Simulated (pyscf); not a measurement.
Structures and frequencies: ωB97X-D3(BJ)/def2-SVP in PySCF.

Problem. For the elementary gas-phase step `[BH2][OH]` -> `[BH]=[O]` + `[H][H]` (singlet surface; B–H, H–O broken, H–H formed), what barrier and reaction energy does ωB97M-D3(BJ)/def2-TZVP give, measured from the reactant's lowest minimum found?

Solution. ΔE‡ = 250.2 kJ/mol, ΔE = +63.9 kJ/mol. Zero-point energy shifts the barrier by -18.9 kJ/mol. It is an elimination, with an imaginary mode of 1833i cm⁻¹. At the saddle there is also a short B–H contact that neither side keeps. One saddle was located; it need not be the lowest between these sides.
